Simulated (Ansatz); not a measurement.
bcc Na, treated with r²SCAN (Ansatz, an electronic-structure program, PAW).

Run with plane-wave cutoff 560 eV, 18×18×18 k mesh, Fermi–Dirac smearing 0.05 eV, scalar-relativistic PAW data made under PBE.

Computed at the level's own relaxed cell.

Q: Give the computed volume per atom, bulk modulus B0, lattice constant a and pressure derivative B′ of the bulk modulus.

A: 
volume per atom: 37.66 Å³/atom
bulk modulus B0: 7.66 GPa
lattice constant a: 4.223 Å
pressure derivative B′ of the bulk modulus: 3.6

The run finds no gap.

Measured, for comparison: equilibrium volume per atom 37.42 Å³/atom (static lattice: zero-point anharmonic expansion removed; as tabulated in Mejia-Rodriguez and Trickey (2018), arXiv:1807.09216); bulk modulus 7.9 GPa (0 K value with the zero-point phonon effect removed, our sources range from 7.63 to 7.91; as tabulated in Mejia-Rodriguez and Trickey (2018), arXiv:1807.09216); lattice constant a 4.214 Å (static lattice: zero-point anharmonic expansion removed, our sources range from 4.207 to 4.214; as tabulated in Mejia-Rodriguez and Trickey (2018), arXiv:1807.09216). Computed (rounded) less measured: equilibrium volume per atom +0.6 %, bulk modulus -3 % (inside the range of the sources held), lattice constant a +0.2 % (+0.2 % to +0.4 % over the range).
